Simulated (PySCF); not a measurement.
# C2H7B: the cost of one run

Programs: PySCF 2.14.0, with density-fitted response routines of our own. Each step states its level of theory. These are calculated values for one molecule in the gas phase, unless marked as measured. Atoms are numbered from 0 throughout.

**1. The molecule as given**

10 atoms, charge 0, multiplicity 1; geometry from: GFN2-xTB. The atoms were then displaced at random by about 0.01 Å, so the start is not that level's minimum.

Bonds of the start (Å): B0–C1 1.58, C1–C2 1.54, B0–H3 1.17, B0–H4 1.18, C1–H5 1.10, C1–H6 1.09, C2–H7 1.09, C2–H8 1.06, C2–H9 1.08.

**2. Geometry optimisation at PBE0-D3(BJ)/def2-SVP**

Job settings and geometry (Å):

```
{"job": {"xc": "PBE0", "basis": "def2-SVP", "d3": "d3bj", "grid": 1, "shake": 0.01, "kind": "geom"}, "charge": 0, "multiplicity": 1}
B      1.465340     0.253990     0.409680
C      0.126260    -0.422030    -0.095510
C     -1.211310     0.128890     0.433570
H      2.509850    -0.120090     0.022960
H      1.409090     1.179670     1.132240
H      0.108430    -0.374630    -1.190880
H      0.199940    -1.489370     0.136310
H     -1.209740     0.059050     1.521350
H     -2.040340    -0.412900     0.054000
H     -1.307070     1.176490     0.183990
```

Run with:

```
$ OMP_NUM_THREADS=1 python probes_run.py task.json out
```

This one command runs all jobs of the session in turn.

Q: Estimate the wall time and peak memory of this first job on 1 thread of Arm Neoverse V1, shared host.

About 13 s, with a peak of 0.33 GiB.
